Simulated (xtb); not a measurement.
A geometry relaxed with GFN2-xTB run with xtb, charge 0, multiplicity 1:

```xyz
7

C      0.1395     0.4300    -0.1812
H     -1.9404     0.2426    -0.4191
C      1.3525    -0.1302     0.2732
H     -1.0951    -1.1760     0.3844
C     -1.0241    -0.1994    -0.0661
N      2.3419    -0.5775     0.6406
H      0.2257     1.4106    -0.6317
```

Task: Write the SMILES of this molecule.

Result: `C=CC#N`
